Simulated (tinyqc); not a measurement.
MP2 on RHF in the sto-3g basis, frozen core, for CH3-, spin multiplicity 1, step by step. The basis has no diffuse functions, so it cannot describe the extra electron: this is an exercise in the method, not the real anion. One step of it, computed by the program tinyqc.

Task: Iteration 1: diagonalisation and new density. Diagonalise F' = X^T F X, C = X C', fill 5 alpha and 5 beta electrons from the bottom; D = 2 C_occ C_occ^T. Each column has its largest component positive (the first on a tie).

Fock matrix F (hartree):
```
             1C 1s      1C 2s     1C 2px     1C 2py    1C 2pz      2H 1s      3H 1s      4H 1s
1C 1s   -10.049566  -2.782533   0.000001   0.000000  0.000323  -0.561374  -0.561162  -0.561162
1C 2s    -2.782533  -1.117382   0.000019   0.000000  0.003276  -0.506625  -0.506517  -0.506517
1C 2px    0.000001   0.000019   0.448579   0.000000  0.000000  -0.140554   0.070337   0.070337
1C 2py    0.000000   0.000000   0.000000   0.448769  0.000000   0.000000  -0.121674   0.121674
1C 2pz    0.000323   0.003276   0.000000   0.000000  0.605805   0.002360   0.002360   0.002360
2H 1s    -0.561374  -0.506625  -0.140554   0.000000  0.002360  -0.011134  -0.177888  -0.177888
3H 1s    -0.561162  -0.506517   0.070337  -0.121674  0.002360  -0.177888  -0.011024  -0.177952
4H 1s    -0.561162  -0.506517   0.070337   0.121674  0.002360  -0.177888  -0.177952  -0.011024
```

X:
```
            1C 1s      1C 2s     1C 2px     1C 2py     1C 2pz      2H 1s      3H 1s      4H 1s
1C 1s    1.027916  -0.159366   0.000004   0.000000   0.000364   0.023934   0.023932   0.023932
1C 2s   -0.159366   1.313268  -0.000022   0.000000  -0.003507  -0.277990  -0.277907  -0.277907
1C 2px   0.000004  -0.000022   1.145835   0.000000   0.000000  -0.290383   0.145255   0.145255
1C 2py   0.000000   0.000000   0.000000   1.145645   0.000000   0.000000  -0.251337   0.251337
1C 2pz   0.000364  -0.003507   0.000000   0.000000   1.000043   0.003386   0.003385   0.003385
2H 1s    0.023934  -0.277990  -0.290383   0.000000   0.003386   1.193303  -0.023472  -0.023472
3H 1s    0.023932  -0.277907   0.145255  -0.251337   0.003385  -0.023472   1.193205  -0.023440
4H 1s    0.023932  -0.277907   0.145255   0.251337   0.003385  -0.023472  -0.023440   1.193205
```

Give: F' = X^T F X; orbital energies; coefficients C; D after iteration 1.

Result:

F' = X^T F X (hartree):
```
         1        2        3        4        5        6        7        8
1  -9.8071  -1.5671   0.0000   0.0000   0.0010  -0.0609  -0.0608  -0.0608
2  -1.5671  -0.1425   0.0000   0.0000  -0.0031  -0.4140  -0.4138  -0.4138
3   0.0000   0.0000   0.7504   0.0000   0.0000  -0.4219   0.2111   0.2111
4   0.0000   0.0000   0.0000   0.7502   0.0000   0.0000  -0.3652   0.3652
5   0.0010  -0.0031   0.0000   0.0000   0.6059   0.0049   0.0049   0.0049
6  -0.0609  -0.4140  -0.4219   0.0000   0.0049   0.3781  -0.0746  -0.0746
7  -0.0608  -0.4138   0.2111  -0.3652   0.0049  -0.0746   0.3780  -0.0746
8  -0.0608  -0.4138   0.2111   0.3652   0.0049  -0.0746  -0.0746   0.3780
```

orbital energies (hartree): MO1 -10.0594, MO2 -0.5251, MO3 0.0637, MO4 0.0639, MO5 0.6056, MO6 0.8640, MO7 1.1390, MO8 1.1394

coefficients C:
```
            MO1      MO2      MO3      MO4      MO5      MO6      MO7      MO8
1C 1s    0.9906  -0.2221   0.0000   0.0000  -0.0077  -0.2302   0.0000   0.0000
1C 2s    0.0394   0.6520   0.0001   0.0000   0.0389   1.2465   0.0000  -0.0002
1C 2px   0.0000   0.0000   0.4049   0.0000   0.0000   0.0001   0.0000   1.1294
1C 2py   0.0000   0.0000   0.0000   0.4049   0.0000   0.0000   1.1291   0.0000
1C 2pz  -0.0001  -0.0015   0.0000   0.0000   0.9993  -0.0392   0.0000   0.0000
2H 1s   -0.0062   0.2405   0.6191   0.0000  -0.0179  -0.6768   0.0000  -0.8293
3H 1s   -0.0062   0.2404  -0.3096   0.5363  -0.0179  -0.6764  -0.7181   0.4149
4H 1s   -0.0062   0.2404  -0.3096  -0.5363  -0.0179  -0.6764   0.7181   0.4149
```

D after iteration 1:
```
          1C 1s    1C 2s   1C 2px   1C 2py   1C 2pz    2H 1s    3H 1s    4H 1s
1C 1s    2.0615  -0.2122   0.0000   0.0000  -0.0150  -0.1189  -0.1188  -0.1188
1C 2s   -0.2122   0.8562   0.0001   0.0000   0.0758   0.3118   0.3116   0.3116
1C 2px   0.0000   0.0001   0.3278   0.0000   0.0000   0.5013  -0.2507  -0.2507
1C 2py   0.0000   0.0000   0.0000   0.3279   0.0000   0.0000   0.4342  -0.4342
1C 2pz  -0.0150   0.0758   0.0000   0.0000   1.9972  -0.0366  -0.0366  -0.0366
2H 1s   -0.1189   0.3118   0.5013   0.0000  -0.0366   0.8829  -0.2670  -0.2670
3H 1s   -0.1188   0.3116  -0.2507   0.4342  -0.0366  -0.2670   0.8832  -0.2671
4H 1s   -0.1188   0.3116  -0.2507  -0.4342  -0.0366  -0.2670  -0.2671   0.8832
```
